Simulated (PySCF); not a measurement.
# Energy of P- (phosphorus, charge -1) between two integer charges

The 3p beta orbital of [Ne] 3s2 3p4 is emptied in steps (occupation f), with all orbitals relaxed, ending at [Ne] 3s2 3p3. Calculation: PySCF 2.14, in aug-cc-pV(T+d)Z; no relativity, point nucleus. The exact energy is a straight line in f; departures are measured from the line between the end points of the same method.

Problem. Among LDA, PBE, PBE0, r2SCAN, LC-wPBE, BHandHLYP, B3LYP, MN15, which shows the largest delocalisation error (convex curve), and which is closest to linear?

Solution. Most convex: LDA (-0.742 eV at f = 0.5); closest to linear: LC-wPBE (0.106 eV).

| f | LDA (eV) | PBE (eV) | PBE0 (eV) | r2SCAN (eV) | LC-wPBE (eV) | BHandHLYP (eV) | B3LYP (eV) | MN15 (eV) |
| --- | --- | --- | --- | --- | --- | --- | --- | --- |
| 1 | 0.000 | 0.000 | 0.000 | 0.000 | 0.000 | 0.000 | 0.000 | 0.000 |
| 0.9 | -0.254 | -0.245 | -0.165 | -0.226 | 0.043 | -0.094 | -0.190 | -0.111 |
| 0.7 | -0.609 | -0.583 | -0.392 | -0.533 | 0.093 | -0.230 | -0.455 | -0.265 |
| 0.5 | -0.742 | -0.706 | -0.473 | -0.637 | 0.106 | -0.285 | -0.553 | -0.316 |
| 0.3 | -0.636 | -0.600 | -0.400 | -0.534 | 0.086 | -0.248 | -0.473 | -0.261 |
| 0.1 | -0.277 | -0.258 | -0.171 | -0.225 | 0.036 | -0.110 | -0.206 | -0.105 |
| 0 | 0.000 | 0.000 | 0.000 | 0.000 | 0.000 | 0.000 | 0.000 | 0.000 |

```
   method  E(f=0) − E(f=1) (eV)  −ε at f=1 (eV)  −ε at f=0.5 (eV)
      LDA                 1.036          -1.751             0.956
      PBE                 0.882          -1.809             0.832
     PBE0                 0.786          -1.031             0.763
   r2SCAN                 0.779          -1.710             0.774
  LC-wPBE                 0.759           1.256             0.740
BHandHLYP                 0.718          -0.300             0.667
    B3LYP                 0.962          -1.126             0.907
     MN15                 0.744          -0.479             0.754
```

At f = 1 the orbital energy is positive for LDA, PBE, PBE0, r2SCAN, BHandHLYP, B3LYP, MN15: only the finite basis holds the electron.

Reference removal energy between the ground levels: 0.747 eV (measured; photodetachment measurements, as compiled on the Wikipedia data page of electron affinities). The calculation has no spin-orbit coupling.
